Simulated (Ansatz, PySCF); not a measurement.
Reaction (SMILES): C (CH4) → C (CH4) as doublet, charge +1 + e-
Each molecule is optimised on its own at B3LYP-D3(BJ)/def2-TZVP (Ansatz, a quantum-chemistry and plane-wave program). A spin state is the lowest found, not a proven ground state.
Geometry of the first species:
```
C
H 1 1.0892
H 1 1.0892 2 109.47
H 1 1.0892 2 109.47 3 120.00
H 1 1.0892 2 109.47 3 -120.00
```

Property: adiabatic ionisation energy (0 K, with B3LYP-D3(BJ) harmonic zero-point energies from PySCF), in eV. Valence correlation only, unless marked. UHF or UKS for open shells. Spin-orbit coupling is left out. Non-relativistic. CBS marks a two-point X^-3 extrapolation of the correlation energy; Hartree-Fock from the larger set.

```tsv
level	program	adiabatic ionisation energy (eV)
BP86-D4/def2-TZVPD	PySCF + dftd4	12.34
TPSSh/def2-TZVPD	PySCF	12.34
r2SCAN0/def2-TZVPD	Ansatz	12.32
CAM-B3LYP/def2-TZVPD	Ansatz	12.48
SCS-MP2/cc-pVDZ	Ansatz	12.42
CCSD(T)/CBS(def2-TZVPP,def2-QZVPP)	Ansatz	12.68
CCSD(T)/CBS(def2-TZVPPD,def2-QZVPPD)	Ansatz	12.68
```
